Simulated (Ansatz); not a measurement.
# AlBH₂ (singlet): B3LYP, wB97M-V over a scan of the distance B1–H3, cc-pVDZ, part 2 of 2

Ansatz 0.2.0, Gaussian basis; cc-pVDZ, all electrons in the functionals.

## 14. wB97M-V, 1.107 Å

Contents of in.yaml:

```yaml
crystal:
  periodic: [false, false, false]
  atoms:
    - {symbol: B, position_ang: [0.000000, 0.002088, 1.486171]}
    - {symbol: Al, position_ang: [0.000000, 0.002088, -0.754280]}
    - {symbol: H, position_ang: [0.000000, 0.924585, 2.098093]}
    - {symbol: H, position_ang: [0.000000, -1.002892, 2.152807]}
basis:
  gaussian: {orbitals: cc-pVDZ}
magnetization: {spin_polarized: true, initial_magnetization: 0}
hamiltonian: {xc: {name: wB97M-V}}
output: {forces: true, orbitals: {seedname: orbitals}}
```

Command:

```sh
ansatz run in.yaml --threads 1 --pin off --events-out ev --progress --plain --max-ram 2393MiB
```

Standard output, shortened:

```text
Functional definition: wB97M-V
  name "wB97M-V"
  cite "Mardirossian & Head-Gordon, J. Chem. Phys. 144, 214110 (2016) doi:10.1063/1.4952647"
  cite "Becke, J. Chem. Phys. 107, 8554 (1997) doi:10.1063/1.475007"
  cite "Vydrov & Van Voorhis, J. Chem. Phys. 133, 244103 (2010) doi:10.1063/1.3521275"
  # Of w^i u^j: cxij and so on, Table III.
[...]
  gx(w, u) = 1 - cx + cx01*u + cx10*w
  gss(w, u) = css00 + css04*u^4 + css10*w + css20*w^2 + css43*w^4*u^3
  gos(w, u) = cos00 + cos10*w + (cos20 + cos21*u)*w^2 + (cos60 + cos61*u)*w^6
[...]
      + integral(e_c_pw_mod_opposite_spin*gos(b97_w_opposite, b97_u_opposite)) + vv10(b, c)
400 factors; integrals over basis functions are off by at most 8.9e-4 eV
151 factors; integrals over basis functions are off by at most 9.7e-6 eV
[...]
mean field -7301.82869913 eV, -268.3372553358 hartree, gradient 1.0e-5 eV, S^2 0.000000; 3 other end points of the search recorded, 0 dependent functions left out
[...]
reference -7301.82873463 eV, -268.3372566405 hartree; 10, 10 occupied and 32, 32 virtual orbitals, 400 factors
Total energy: -7301.82873463 eV, -268.3372566405 hartree
Atom 0 at     0.000000     0.002088     1.486171 Å, force    -0.000000    -2.416308    -1.746486 eV/Å
Atom 1 at     0.000000     0.002088    -0.754280 Å, force     0.000000    -0.023381    -0.046105 eV/Å
Atom 2 at     0.000000     0.924585     2.098093 Å, force     0.000000     2.630356     1.730949 eV/Å
Atom 3 at     0.000000    -1.002892     2.152807 Å, force    -0.000000    -0.190667     0.061643 eV/Å
Dipole moment:    -0.000000     0.023386     0.069340 e Å
```

Run time: 7.5 s. Hardware: 1 thread of Arm Neoverse V1, shared host.

From the report: ⟨S²⟩ of the determinant 0.000 (pure singlet: 0.00).

## 15. wB97M-V, 1.206 Å

Contents of in.yaml:

```yaml
crystal:
  periodic: [false, false, false]
  atoms:
    - {symbol: B, position_ang: [0.000000, 0.000000, 1.484785]}
    - {symbol: Al, position_ang: [0.000000, 0.000000, -0.755666]}
    - {symbol: H, position_ang: [0.000000, 1.004980, 2.151421]}
    - {symbol: H, position_ang: [0.000000, -1.004980, 2.151421]}
basis:
  gaussian: {orbitals: cc-pVDZ}
magnetization: {spin_polarized: true, initial_magnetization: 0}
hamiltonian: {xc: {name: wB97M-V}}
output: {forces: true, orbitals: {seedname: orbitals}}
```

Launched as before.

Standard output, shortened:

```text
Functional definition: wB97M-V
  name "wB97M-V"
  cite "Mardirossian & Head-Gordon, J. Chem. Phys. 144, 214110 (2016) doi:10.1063/1.4952647"
  cite "Becke, J. Chem. Phys. 107, 8554 (1997) doi:10.1063/1.475007"
  cite "Vydrov & Van Voorhis, J. Chem. Phys. 133, 244103 (2010) doi:10.1063/1.3521275"
  # Of w^i u^j: cxij and so on, Table III.
[...]
  gx(w, u) = 1 - cx + cx01*u + cx10*w
  gss(w, u) = css00 + css04*u^4 + css10*w + css20*w^2 + css43*w^4*u^3
  gos(w, u) = cos00 + cos10*w + (cos20 + cos21*u)*w^2 + (cos60 + cos61*u)*w^6
[...]
      + integral(e_c_pw_mod_opposite_spin*gos(b97_w_opposite, b97_u_opposite)) + vv10(b, c)
401 factors; integrals over basis functions are off by at most 9.1e-4 eV
151 factors; integrals over basis functions are off by at most 9.2e-6 eV
[...]
mean field -7301.98182549 eV, -268.3428826257 hartree, gradient 2.5e-5 eV, S^2 0.000000; 3 other end points of the search recorded, 0 dependent functions left out
[...]
reference -7301.98186106 eV, -268.3428839330 hartree; 10, 10 occupied and 32, 32 virtual orbitals, 401 factors
Total energy: -7301.98186106 eV, -268.3428839330 hartree
Atom 0 at     0.000000     0.000000     1.484785 Å, force    -0.000000    -0.000000    -0.176409 eV/Å
Atom 1 at     0.000000     0.000000    -0.755666 Å, force     0.000000     0.000000    -0.046743 eV/Å
Atom 2 at     0.000000     1.004980     2.151421 Å, force     0.000000     0.148155     0.111576 eV/Å
Atom 3 at     0.000000    -1.004980     2.151421 Å, force    -0.000000    -0.148155     0.111576 eV/Å
Dipole moment:    -0.000000    -0.000000     0.039852 e Å
```

Run time: 7.5 s. Hardware: 1 thread of Arm Neoverse V1, shared host.

From the report: ⟨S²⟩ of the determinant 0.000 (pure singlet: 0.00).

## 16. wB97M-V, 1.350 Å

Contents of in.yaml:

```yaml
crystal:
  periodic: [false, false, false]
  atoms:
    - {symbol: B, position_ang: [0.000000, -0.003039, 1.482770]}
    - {symbol: Al, position_ang: [0.000000, -0.003039, -0.757681]}
    - {symbol: H, position_ang: [0.000000, 1.121957, 2.229016]}
    - {symbol: H, position_ang: [0.000000, -1.008019, 2.149406]}
basis:
  gaussian: {orbitals: cc-pVDZ}
magnetization: {spin_polarized: true, initial_magnetization: 0}
hamiltonian: {xc: {name: wB97M-V}}
output: {orbitals: {seedname: orbitals}}
```

The command is unchanged.

Standard output, shortened:

```text
Functional definition: wB97M-V
  name "wB97M-V"
  cite "Mardirossian & Head-Gordon, J. Chem. Phys. 144, 214110 (2016) doi:10.1063/1.4952647"
  cite "Becke, J. Chem. Phys. 107, 8554 (1997) doi:10.1063/1.475007"
  cite "Vydrov & Van Voorhis, J. Chem. Phys. 133, 244103 (2010) doi:10.1063/1.3521275"
  # Of w^i u^j: cxij and so on, Table III.
[...]
  gx(w, u) = 1 - cx + cx01*u + cx10*w
  gss(w, u) = css00 + css04*u^4 + css10*w + css20*w^2 + css43*w^4*u^3
  gos(w, u) = cos00 + cos10*w + (cos20 + cos21*u)*w^2 + (cos60 + cos61*u)*w^6
[...]
      + integral(e_c_pw_mod_opposite_spin*gos(b97_w_opposite, b97_u_opposite)) + vv10(b, c)
400 factors; integrals over basis functions are off by at most 1.1e-3 eV
151 factors; integrals over basis functions are off by at most 9.7e-6 eV
[...]
mean field -7301.81761431 eV, -268.3368479761 hartree, gradient 2.3e-5 eV, S^2 0.000000; 3 other end points of the search recorded, 0 dependent functions left out
reference -7301.81765003 eV, -268.3368492888 hartree; 10, 10 occupied and 32, 32 virtual orbitals, 400 factors
Total energy: -7301.81765003 eV, -268.3368492888 hartree
```

Wall time 7 s (1 thread of Arm Neoverse V1, shared host).

From the report: ⟨S²⟩ of the determinant 0.000 (pure singlet: 0.00).

From 1.206 Å: +0.164 eV.

## 17. wB97M-V, 1.463 Å

Contents of in.yaml:

```yaml
crystal:
  periodic: [false, false, false]
  atoms:
    - {symbol: B, position_ang: [0.000000, -0.005423, 1.481188]}
    - {symbol: Al, position_ang: [0.000000, -0.005423, -0.759263]}
    - {symbol: H, position_ang: [0.000000, 1.213739, 2.289898]}
    - {symbol: H, position_ang: [0.000000, -1.010403, 2.147824]}
basis:
  gaussian: {orbitals: cc-pVDZ}
magnetization: {spin_polarized: true, initial_magnetization: 0}
hamiltonian: {xc: {name: wB97M-V}}
output: {orbitals: {seedname: orbitals}}
```

Launched as before.

Standard output, shortened:

```text
Functional definition: wB97M-V
  name "wB97M-V"
  cite "Mardirossian & Head-Gordon, J. Chem. Phys. 144, 214110 (2016) doi:10.1063/1.4952647"
  cite "Becke, J. Chem. Phys. 107, 8554 (1997) doi:10.1063/1.475007"
  cite "Vydrov & Van Voorhis, J. Chem. Phys. 133, 244103 (2010) doi:10.1063/1.3521275"
  # Of w^i u^j: cxij and so on, Table III.
[...]
  gx(w, u) = 1 - cx + cx01*u + cx10*w
  gss(w, u) = css00 + css04*u^4 + css10*w + css20*w^2 + css43*w^4*u^3
  gos(w, u) = cos00 + cos10*w + (cos20 + cos21*u)*w^2 + (cos60 + cos61*u)*w^6
[...]
      + integral(e_c_pw_mod_opposite_spin*gos(b97_w_opposite, b97_u_opposite)) + vv10(b, c)
401 factors; integrals over basis functions are off by at most 1.2e-3 eV
151 factors; integrals over basis functions are off by at most 9.2e-6 eV
[...]
mean field -7301.51595163 eV, -268.3257620771 hartree, gradient 2.6e-5 eV, S^2 0.000000; 4 other end points of the search recorded, 0 dependent functions left out
reference -7301.51598750 eV, -268.3257633955 hartree; 10, 10 occupied and 32, 32 virtual orbitals, 401 factors
Total energy: -7301.51598750 eV, -268.3257633955 hartree
```

Run time: 7 s. Hardware: 1 thread of Arm Neoverse V1, shared host.

From the report: ⟨S²⟩ of the determinant 0.000 (pure singlet: 0.00).

From 1.206 Å: +0.466 eV.

## 18. wB97M-V, 1.700 Å

Contents of in.yaml:

```yaml
crystal:
  periodic: [false, false, false]
  atoms:
    - {symbol: B, position_ang: [0.000000, -0.010424, 1.477871]}
    - {symbol: Al, position_ang: [0.000000, -0.010424, -0.762580]}
    - {symbol: H, position_ang: [0.000000, 1.406238, 2.417589]}
    - {symbol: H, position_ang: [0.000000, -1.015404, 2.144507]}
basis:
  gaussian: {orbitals: cc-pVDZ}
magnetization: {spin_polarized: true, initial_magnetization: 0}
hamiltonian: {xc: {name: wB97M-V}}
output: {orbitals: {seedname: orbitals}}
```

Same command.

Standard output, shortened:

```text
Functional definition: wB97M-V
  name "wB97M-V"
  cite "Mardirossian & Head-Gordon, J. Chem. Phys. 144, 214110 (2016) doi:10.1063/1.4952647"
  cite "Becke, J. Chem. Phys. 107, 8554 (1997) doi:10.1063/1.475007"
  cite "Vydrov & Van Voorhis, J. Chem. Phys. 133, 244103 (2010) doi:10.1063/1.3521275"
  # Of w^i u^j: cxij and so on, Table III.
[...]
  gx(w, u) = 1 - cx + cx01*u + cx10*w
  gss(w, u) = css00 + css04*u^4 + css10*w + css20*w^2 + css43*w^4*u^3
  gos(w, u) = cos00 + cos10*w + (cos20 + cos21*u)*w^2 + (cos60 + cos61*u)*w^6
[...]
      + integral(e_c_pw_mod_opposite_spin*gos(b97_w_opposite, b97_u_opposite)) + vv10(b, c)
403 factors; integrals over basis functions are off by at most 1.0e-3 eV
151 factors; integrals over basis functions are off by at most 9.4e-6 eV
[...]
mean field -7300.69913651 eV, -268.2957446751 hartree, gradient 3.0e-5 eV, S^2 0.000000; 3 other end points of the search recorded, 0 dependent functions left out
reference -7300.69917282 eV, -268.2957460094 hartree; 10, 10 occupied and 32, 32 virtual orbitals, 403 factors
Total energy: -7300.69917282 eV, -268.2957460094 hartree
```

Run time: 7.5 s. Hardware: 1 thread of Arm Neoverse V1, shared host.

From the report: ⟨S²⟩ of the determinant 0.000 (pure singlet: 0.00).

From 1.206 Å: +1.283 eV.

## 19. wB97M-V, 1.926 Å

Contents of in.yaml:

```yaml
crystal:
  periodic: [false, false, false]
  atoms:
    - {symbol: B, position_ang: [0.000000, -0.015192, 1.474708]}
    - {symbol: Al, position_ang: [0.000000, -0.015192, -0.765743]}
    - {symbol: H, position_ang: [0.000000, 1.589802, 2.539353]}
    - {symbol: H, position_ang: [0.000000, -1.020172, 2.141344]}
basis:
  gaussian: {orbitals: cc-pVDZ}
magnetization: {spin_polarized: true, initial_magnetization: 0}
hamiltonian: {xc: {name: wB97M-V}}
output: {orbitals: {seedname: orbitals}}
```

The command is unchanged.

Standard output, shortened:

```text
Functional definition: wB97M-V
  name "wB97M-V"
  cite "Mardirossian & Head-Gordon, J. Chem. Phys. 144, 214110 (2016) doi:10.1063/1.4952647"
  cite "Becke, J. Chem. Phys. 107, 8554 (1997) doi:10.1063/1.475007"
  cite "Vydrov & Van Voorhis, J. Chem. Phys. 133, 244103 (2010) doi:10.1063/1.3521275"
  # Of w^i u^j: cxij and so on, Table III.
[...]
  gx(w, u) = 1 - cx + cx01*u + cx10*w
  gss(w, u) = css00 + css04*u^4 + css10*w + css20*w^2 + css43*w^4*u^3
  gos(w, u) = cos00 + cos10*w + (cos20 + cos21*u)*w^2 + (cos60 + cos61*u)*w^6
[...]
      + integral(e_c_pw_mod_opposite_spin*gos(b97_w_opposite, b97_u_opposite)) + vv10(b, c)
404 factors; integrals over basis functions are off by at most 1.2e-3 eV
151 factors; integrals over basis functions are off by at most 2.2e-5 eV
[...]
mean field -7299.89388270 eV, -268.2661521436 hartree, gradient 1.7e-5 eV, S^2 0.000000; 2 other end points of the search recorded, 0 dependent functions left out
reference -7299.89391954 eV, -268.2661534974 hartree; 10, 10 occupied and 32, 32 virtual orbitals, 404 factors
Total energy: -7299.89391954 eV, -268.2661534974 hartree
```

Run time: 6.5 s. Hardware: 1 thread of Arm Neoverse V1, shared host.

From the report: ⟨S²⟩ of the determinant 0.000 (pure singlet: 0.00).

From 1.206 Å: +2.088 eV.

## 20. wB97M-V, 2.230 Å

Contents of in.yaml:

```yaml
crystal:
  periodic: [false, false, false]
  atoms:
    - {symbol: B, position_ang: [0.000000, -0.021607, 1.470453]}
    - {symbol: Al, position_ang: [0.000000, -0.021607, -0.769998]}
    - {symbol: H, position_ang: [0.000000, 1.836720, 2.703142]}
    - {symbol: H, position_ang: [0.000000, -1.026587, 2.137089]}
basis:
  gaussian: {orbitals: cc-pVDZ}
magnetization: {spin_polarized: true, initial_magnetization: 0}
hamiltonian: {xc: {name: wB97M-V}}
output: {orbitals: {seedname: orbitals}}
```

The command is unchanged.

Standard output, shortened:

```text
Functional definition: wB97M-V
  name "wB97M-V"
  cite "Mardirossian & Head-Gordon, J. Chem. Phys. 144, 214110 (2016) doi:10.1063/1.4952647"
  cite "Becke, J. Chem. Phys. 107, 8554 (1997) doi:10.1063/1.475007"
  cite "Vydrov & Van Voorhis, J. Chem. Phys. 133, 244103 (2010) doi:10.1063/1.3521275"
  # Of w^i u^j: cxij and so on, Table III.
[...]
  gx(w, u) = 1 - cx + cx01*u + cx10*w
  gss(w, u) = css00 + css04*u^4 + css10*w + css20*w^2 + css43*w^4*u^3
  gos(w, u) = cos00 + cos10*w + (cos20 + cos21*u)*w^2 + (cos60 + cos61*u)*w^6
[...]
      + integral(e_c_pw_mod_opposite_spin*gos(b97_w_opposite, b97_u_opposite)) + vv10(b, c)
402 factors; integrals over basis functions are off by at most 1.5e-3 eV
151 factors; integrals over basis functions are off by at most 2.2e-5 eV
[...]
mean field -7298.92332725 eV, -268.2304848884 hartree, gradient 4.3e-6 eV, S^2 0.000000; 4 other end points of the search recorded, 0 dependent functions left out
reference -7298.92336489 eV, -268.2304862717 hartree; 10, 10 occupied and 32, 32 virtual orbitals, 402 factors
Total energy: -7298.92336489 eV, -268.2304862717 hartree
```

Run time: 9 s. Hardware: 1 thread of Arm Neoverse V1, shared host.

From the report: ⟨S²⟩ of the determinant 0.000 (pure singlet: 0.00).

From 1.206 Å: +3.058 eV.

## 21. wB97M-V, 2.688 Å

Contents of in.yaml:

```yaml
crystal:
  periodic: [false, false, false]
  atoms:
    - {symbol: B, position_ang: [0.000000, -0.031270, 1.464043]}
    - {symbol: Al, position_ang: [0.000000, -0.031270, -0.776408]}
    - {symbol: H, position_ang: [0.000000, 2.208722, 2.949903]}
    - {symbol: H, position_ang: [0.000000, -1.036250, 2.130679]}
basis:
  gaussian: {orbitals: cc-pVDZ}
magnetization: {spin_polarized: true, initial_magnetization: 0}
hamiltonian: {xc: {name: wB97M-V}}
output: {orbitals: {seedname: orbitals}}
```

Launched as before.

Standard output, shortened:

```text
Functional definition: wB97M-V
  name "wB97M-V"
  cite "Mardirossian & Head-Gordon, J. Chem. Phys. 144, 214110 (2016) doi:10.1063/1.4952647"
  cite "Becke, J. Chem. Phys. 107, 8554 (1997) doi:10.1063/1.475007"
  cite "Vydrov & Van Voorhis, J. Chem. Phys. 133, 244103 (2010) doi:10.1063/1.3521275"
  # Of w^i u^j: cxij and so on, Table III.
[...]
  gx(w, u) = 1 - cx + cx01*u + cx10*w
  gss(w, u) = css00 + css04*u^4 + css10*w + css20*w^2 + css43*w^4*u^3
  gos(w, u) = cos00 + cos10*w + (cos20 + cos21*u)*w^2 + (cos60 + cos61*u)*w^6
[...]
      + integral(e_c_pw_mod_opposite_spin*gos(b97_w_opposite, b97_u_opposite)) + vv10(b, c)
401 factors; integrals over basis functions are off by at most 6.3e-4 eV
151 factors; integrals over basis functions are off by at most 3.1e-5 eV
[...]
mean field -7298.06546828 eV, -268.1989591530 hartree, gradient 1.7e-5 eV, S^2 0.675867; 6 other end points of the search recorded, 0 dependent functions left out
reference -7298.06550677 eV, -268.1989605672 hartree; 10, 10 occupied and 32, 32 virtual orbitals, 401 factors
Total energy: -7298.06550677 eV, -268.1989605672 hartree
```

Run time: 25 s. Hardware: 1 thread of Arm Neoverse V1, shared host.

From the report: ⟨S²⟩ of the determinant 0.676 (pure singlet: 0.00). The determinant is far from a pure spin state, so its energy mixes those of several spin states (harmless only where they are near-degenerate, as at dissociation).

From 1.206 Å: +3.916 eV.

## 22. wB97M-V, 3.255 Å

Contents of in.yaml:

```yaml
crystal:
  periodic: [false, false, false]
  atoms:
    - {symbol: B, position_ang: [0.000000, -0.043234, 1.456107]}
    - {symbol: Al, position_ang: [0.000000, -0.043234, -0.784344]}
    - {symbol: H, position_ang: [0.000000, 2.669257, 3.255390]}
    - {symbol: H, position_ang: [0.000000, -1.048214, 2.122743]}
basis:
  gaussian: {orbitals: cc-pVDZ}
magnetization: {spin_polarized: true, initial_magnetization: 0}
hamiltonian: {xc: {name: wB97M-V}}
output: {forces: true, orbitals: {seedname: orbitals}}
```

Launched as before.

Standard output, shortened:

```text
Functional definition: wB97M-V
  name "wB97M-V"
  cite "Mardirossian & Head-Gordon, J. Chem. Phys. 144, 214110 (2016) doi:10.1063/1.4952647"
  cite "Becke, J. Chem. Phys. 107, 8554 (1997) doi:10.1063/1.475007"
  cite "Vydrov & Van Voorhis, J. Chem. Phys. 133, 244103 (2010) doi:10.1063/1.3521275"
  # Of w^i u^j: cxij and so on, Table III.
[...]
  gx(w, u) = 1 - cx + cx01*u + cx10*w
  gss(w, u) = css00 + css04*u^4 + css10*w + css20*w^2 + css43*w^4*u^3
  gos(w, u) = cos00 + cos10*w + (cos20 + cos21*u)*w^2 + (cos60 + cos61*u)*w^6
[...]
      + integral(e_c_pw_mod_opposite_spin*gos(b97_w_opposite, b97_u_opposite)) + vv10(b, c)
401 factors; integrals over basis functions are off by at most 6.4e-4 eV
152 factors; integrals over basis functions are off by at most 5.9e-5 eV
[...]
mean field -7297.78712598 eV, -268.1887302621 hartree, gradient 4.4e-6 eV, S^2 0.943301; 6 other end points of the search recorded, 0 dependent functions left out
[...]
reference -7297.78716609 eV, -268.1887317359 hartree; 10, 10 occupied and 32, 32 virtual orbitals, 401 factors
Total energy: -7297.78716609 eV, -268.1887317359 hartree
Atom 0 at     0.000000    -0.043234     1.456107 Å, force    -0.000000    -0.023379    -0.581478 eV/Å
Atom 1 at     0.000000    -0.043234    -0.784344 Å, force     0.000000     0.216029     0.197251 eV/Å
Atom 2 at     0.000000     2.669257     3.255390 Å, force     0.000000    -0.178659    -0.115306 eV/Å
Atom 3 at     0.000000    -1.048214     2.122743 Å, force    -0.000000    -0.013991     0.499533 eV/Å
Dipole moment:     0.000000    -0.156891    -0.146395 e Å
```

Wall time 31 s (1 thread of Arm Neoverse V1, shared host).

From the report: ⟨S²⟩ of the determinant 0.943 (pure singlet: 0.00). The determinant is far from a pure spin state, so its energy mixes those of several spin states (harmless only where they are near-degenerate, as at dissociation).

From 1.206 Å: +4.195 eV.

## 23. wB97M-V, 4.124 Å

Contents of in.yaml:

```yaml
crystal:
  periodic: [false, false, false]
  atoms:
    - {symbol: B, position_ang: [0.000000, -0.061569, 1.443944]}
    - {symbol: Al, position_ang: [0.000000, -0.061569, -0.796507]}
    - {symbol: H, position_ang: [0.000000, 3.375085, 3.723589]}
    - {symbol: H, position_ang: [0.000000, -1.066549, 2.110580]}
basis:
  gaussian: {orbitals: cc-pVDZ}
magnetization: {spin_polarized: true, initial_magnetization: 0}
hamiltonian: {xc: {name: wB97M-V}}
output: {orbitals: {seedname: orbitals}}
```

Same command.

Standard output, shortened:

```text
Functional definition: wB97M-V
  name "wB97M-V"
  cite "Mardirossian & Head-Gordon, J. Chem. Phys. 144, 214110 (2016) doi:10.1063/1.4952647"
  cite "Becke, J. Chem. Phys. 107, 8554 (1997) doi:10.1063/1.475007"
  cite "Vydrov & Van Voorhis, J. Chem. Phys. 133, 244103 (2010) doi:10.1063/1.3521275"
  # Of w^i u^j: cxij and so on, Table III.
[...]
  gx(w, u) = 1 - cx + cx01*u + cx10*w
  gss(w, u) = css00 + css04*u^4 + css10*w + css20*w^2 + css43*w^4*u^3
  gos(w, u) = cos00 + cos10*w + (cos20 + cos21*u)*w^2 + (cos60 + cos61*u)*w^6
[...]
      + integral(e_c_pw_mod_opposite_spin*gos(b97_w_opposite, b97_u_opposite)) + vv10(b, c)
402 factors; integrals over basis functions are off by at most 6.4e-4 eV
152 factors; integrals over basis functions are off by at most 9.8e-5 eV
[...]
mean field -7297.72280250 eV, -268.1863664177 hartree, gradient 1.6e-6 eV, S^2 1.010799; 6 other end points of the search recorded, 0 dependent functions left out
reference -7297.72284417 eV, -268.1863679491 hartree; 10, 10 occupied and 32, 32 virtual orbitals, 402 factors
Total energy: -7297.72284417 eV, -268.1863679491 hartree
```

Wall time 36 s (1 thread of Arm Neoverse V1, shared host).

From the report: ⟨S²⟩ of the determinant 1.011 (pure singlet: 0.00). The determinant is far from a pure spin state, so its energy mixes those of several spin states (harmless only where they are near-degenerate, as at dissociation).

From 1.206 Å: +4.259 eV.

## 24. Against the wave-function levels

The yardstick is RCCSDT(Q), where the cluster series has nearly closed. It comes from earlier runs at the same points. Energies in eV, counted from 1.206 Å; blanks weren't run or aren't comparable.

```csv
level,0.987 Å,1.107 Å,1.206 Å,1.350 Å,1.463 Å,1.700 Å,1.926 Å,2.230 Å,2.688 Å,3.255 Å,4.124 Å
RCCSDT(Q),0.930,0.176,0.000,0.143,0.434,1.222,1.969,2.785,3.532,,
B3LYP,0.873,0.157,0.000,0.158,0.453,1.248,2.020,2.924,3.696,4.011,4.119
wB97M-V,0.865,0.153,0.000,0.164,0.466,1.283,2.088,3.058,3.916,4.195,4.259
```

Largest miss and mean time a point (RCCSDT(Q) took 4.3 s a point; shared hosts):

```csv
level,largest miss (eV),where,time a point
B3LYP,+0.164,2.688 Å,4.8 s
wB97M-V,+0.384,2.688 Å,14 s
```

## 25. Results

What follows sums up all 2 parts.

```
                                              quantity                value
span of the RCCSDT(Q) curve (points where it is known)             3.532 eV
                                   largest miss, B3LYP  +0.164 eV (2.688 Å)
                                 largest miss, wB97M-V  +0.384 eV (2.688 Å)
```

In words: Misses are known at 8 of 10 points at best, and only functionals with that many are ranked. Of the functionals, B3LYP keep the smallest largest miss at the points compared (at most 0.164 eV) and wB97M-V strays most (0.384 eV, at 2.688 Å). B3LYP, wB97M-V clearly break the spin symmetry at some points (⟨S²⟩ up to 1.02 above the pure value), so energy there is bought with a mixed spin. Functionals and the yardstick converge differently with the basis, so part of each miss in cc-pVDZ is the basis. The program flags that the yardstick's amplitudes may have other solutions at some points.
